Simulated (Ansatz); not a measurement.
Calculation: frozen-core CCSD(T)/def2-TZVPP // B3LYP-D3(BJ)/def2-TZVP (Ansatz, a program for electronic structure).

Ansatz 0.2 input:
```yaml
crystal:
  periodic: [false, false, false]
  atoms:
    - { symbol: C, position_ang: [1.942397, 0.227307, -0.058304] }
    - { symbol: C, position_ang: [0.481017, 0.348439, -0.479916] }
    - { symbol: C, position_ang: [-0.481017, -0.34844, 0.479916] }
    - { symbol: C, position_ang: [-1.942397, -0.227307, 0.058304] }
    - { symbol: H, position_ang: [2.250111, -0.819963, -0.005285] }
    - { symbol: H, position_ang: [2.606174, 0.733777, -0.761416] }
    - { symbol: H, position_ang: [2.104019, 0.667973, 0.928594] }
    - { symbol: H, position_ang: [0.207259, 1.406085, -0.556414] }
    - { symbol: H, position_ang: [0.352275, -0.070887, -1.483409] }
    - { symbol: H, position_ang: [-0.207259, -1.406085, 0.556415] }
    - { symbol: H, position_ang: [-0.352275, 0.070887, 1.483409] }
    - { symbol: H, position_ang: [-2.606174, -0.733776, 0.761417] }
    - { symbol: H, position_ang: [-2.250112, 0.819963, 0.005283] }
    - { symbol: H, position_ang: [-2.104019, -0.667975, -0.928593] }
basis:
  gaussian: { orbitals: def2-TZVPP }
correlation:
  method: ccsd_t
```

Output:

```
Functional definition: HF
1509 factors; integrals over basis functions are off by at most 1.1e-3 eV
mean field evaluation 1: about -4278.1132 eV, gradient 3.7e1 eV
mean field evaluation 2: about -4278.2697 eV, gradient 3.7e1 eV
mean field evaluation 4: about -4281.9223 eV, gradient 3.6e0 eV
mean field evaluation 8: about -4281.9695 eV, gradient 1.8e-1 eV
mean field evaluation 16: about -4281.2291 eV, gradient 1.5e1 eV
mean field -4281.96962773 eV, -157.3594813960 hartree, gradient 1.1e-6 eV, S^2 0.000000; 0 other end points of the search recorded, 0 dependent functions left out
4 core orbitals not correlated
reference -4281.96962773 eV, -157.3594813960 hartree; 13, 13 occupied and 247, 247 virtual orbitals, 1509 factors
second order -19.49478345 eV of doubles, -0.00000000 eV of singles
cycle   1  -20.37219233 eV  change   -8.8e-1 eV  update   8.0e-2
cycle   2  -20.84654901 eV  change   -4.7e-1 eV  update   2.2e-2
cycle   3  -20.90496464 eV  change   -5.8e-2 eV  update   7.5e-3
cycle   4  -20.90428819 eV  change    6.8e-4 eV  update   1.7e-3
cycle   5  -20.90462827 eV  change   -3.4e-4 eV  update   4.9e-4
cycle   6  -20.90473543 eV  change   -1.1e-4 eV  update   1.4e-4
cycle   7  -20.90473005 eV  change    5.4e-6 eV  update   3.4e-5
cycle   8  -20.90473750 eV  change   -7.5e-6 eV  update   1.1e-5
perturbative correction -0.77123478 eV, -0.0283423555 hartree
Total energy: -4303.64560002 eV, -158.1560586850 hartree
```

Cost: around 80 core-seconds (rough).
